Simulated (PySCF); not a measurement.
## Reproducing measurements on t-crotononitrile

**What was measured.**

From NIST CCCBDB Release 22 (SRD 101), experimental dipoles, for the gas: dipole moment (dielectric constant and refractivity) 4.5 D.

From NIST CCCBDB Release 22 (SRD 101), experimental polarizabilities, for the gas: mean polarisability 8.201 Å³.

The results are set against them at the end.

Compound: t-crotononitrile, C4H5N.
Numbering: `[CH3:1]/[CH:2]=[CH:3]/[C:4]#[N:5]` (hydrogens: H6, H7, H8 on C1; H9 on C2; H10 on C3)

Structure used (GFN2-xTB), in Å, numbered top down from 1:
```xyz
10
C4H5N angstrom
C     -1.363    0.057    0.703
C     -0.150   -0.401   -0.019
C      0.867    0.393   -0.353
C      2.004   -0.076   -1.037
N      2.936   -0.447   -1.594
H     -2.251   -0.148    0.106
H     -1.320    1.122    0.921
H     -1.468   -0.493    1.638
H     -0.115   -1.452   -0.277
H      0.870    1.449   -0.111
```

The PySCF runs (gas phase, on this GFN2-xTB geometry; no spin–orbit coupling):

| level | job | basis functions | wall time |
| --- | --- | --- | --- |
| B3LYP/def2-SVPD | 8 singlets by full TDDFT, 3 Tamm–Dancoff triplets, polarisability | 140 | 8.0 s |

Hardware: one thread of an Arm Neoverse V2, on a shared host.

## Comparison

**Dipole moment.** Measured: 4.5 D (NIST CCCBDB Release 22 (SRD 101), experimental dipoles).

| level | computed (D) | computed − measured (D) | % (from the printed values) |
| --- | --- | --- | --- |
| B3LYP/def2-SVPD | 4.78 | +0.28 | +6 |

The computed dipoles belong to one fixed geometry; measured ones are averaged over vibrations unless marked μe. Magnitudes are compared, not signs.

**Mean polarisability.** Measured: 8.201 Å³ (NIST CCCBDB Release 22 (SRD 101), experimental polarizabilities).

```
          level  computed (Å³)  computed − measured (Å³)  % (from the printed values)
B3LYP/def2-SVPD          8.186                    -0.015                            0
```

The computed values are static and purely electronic, with core orbitals frozen in the response (1 au = 0.148185 Å³). The table of measured values doesn't say here whether a value is static or optical, or holds a vibrational part.

The geometry is computed, not the measured one. Where a level misses, the cause wasn't examined.
